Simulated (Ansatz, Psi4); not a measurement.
## CH3Cl (chloromethane): from total energies to a heat of formation

CH3Cl has 5 atoms, charge 0, and is taken as a singlet. As SMILES, `CCl`. Geometry: optimised at PBE0/def2-TZVP.

Total energies at CCSD(T)/CBS estimate, 6 core orbitals frozen (Psi4 1.11); the atoms run unrestricted:

| species | state | energy (Eh) |
| --- | --- | --- |
| CH3Cl | singlet | -499.630154 |
| C | triplet | -37.791683 |
| Cl | doublet | -459.707599 |
| H | doublet | -0.500000 |

Harmonic wavenumbers at PBE0-D4/def2-TZVP, in cm⁻¹: 756, 1030, 1030, 1378, 1477, 1477, 3084, 3186, 3186.

Measured heats of formation of the gaseous atoms at 298.15 K, in kJ/mol: C 716.9, Cl 121.3, H 218.0. Spin-orbit lowering of the atoms at 298 K (mean of the ground term's levels less their thermal mean, from spectra), in kJ/mol: C 0.02, Cl 3.44. Take 1 Eh = 2625.50 kJ/mol, 1 cm⁻¹ = 0.0119627 kJ/mol, RT = 2.479 kJ/mol.

Question: Work out the heat of formation of the gas at 298 K.

Answer: 
1. Electronic atomisation energy: (-37.791683) + (-459.707599) + 3 × (-0.500000) − (-499.630154) = 0.630872 Eh = 1656.4 kJ/mol.
2. Zero-point energy: half the sum of the wavenumbers, 8302 cm⁻¹ = 99.3 kJ/mol.
3. Thermal vibrational enthalpy, Σ hcν̃/(exp(hcν̃/kT) − 1): 0.5 kJ/mol. Translation, rotation and pV of a non-linear molecule: 4 RT = 9.9 kJ/mol.
4. The 5 free atoms carry 5/2 RT each: 31.0 kJ/mol.
5. Spin-orbit coupling lowers the free atoms by 0.02 + 3.44 = 3.5 kJ/mol.
6. Atomisation enthalpy at 298 K: 1656.4 − 3.5 − 99.3 − 0.5 − 9.9 + 31.0 = 1574.2 kJ/mol.
7. Sum of the atoms' heats of formation: 1492.2 kJ/mol. Heat of formation: 1492.2 − 1574.2 = -82.0 kJ/mol.

The tabulated value is -82.6 kJ/mol (Active Thermochemical Tables), so this level is off by +0.6 kJ/mol, or 0.0 % of the atomisation enthalpy that the table implies (1574.8 kJ/mol). Anharmonicity and any spin-orbit splitting of the molecule are left out, and so is core correlation.
